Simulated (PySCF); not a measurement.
Mapped SMILES: `[NH:1]=[SiH2:2]`. Each H is labelled by its parent atom. Ha(Si2) is cis to H(N1); Hb(Si2) is trans to H(N1).

PySCF calculation with GFN2-xTB structure and shielding tensors at PBE0/pcSseg-1 (GIAO); no solvent model, one computed conformer, non-relativistic.

Shifts are taken against calculated references (same method and geometry level): ¹H and ²⁹Si against TMS; NH3 for ¹⁵N.

```
  atoms  nucleus  count  Hirshfeld charge  δ (ppm)
Ha(Si2)       ¹H      1             -0.07     6.62
Hb(Si2)       ¹H      1             -0.06        ?
    Si2     ²⁹Si      1              0.41        ?
  H(N1)       ¹H      1              0.10    11.73
     N1      ¹⁵N      1             -0.39    305.2
```

Problem. Fill in the missing shifts.

Solution. 
- Hb(Si2): 5.51 ppm, hydrogen on a silicon bonded to N
- Si2: 71.6 ppm, silicon bonded to N, 2 H

The OH or NH signal is concentration- and solvent-dependent in practice; the value given is the gas-phase one. Experimental scales use liquid or dissolved standards, which lie at an offset from isolated NH3 (liquid NH3: subtract about 20 ppm). Unscaled 15N shifts of sp2 nitrogen come out 20 to 40 ppm too high even then.
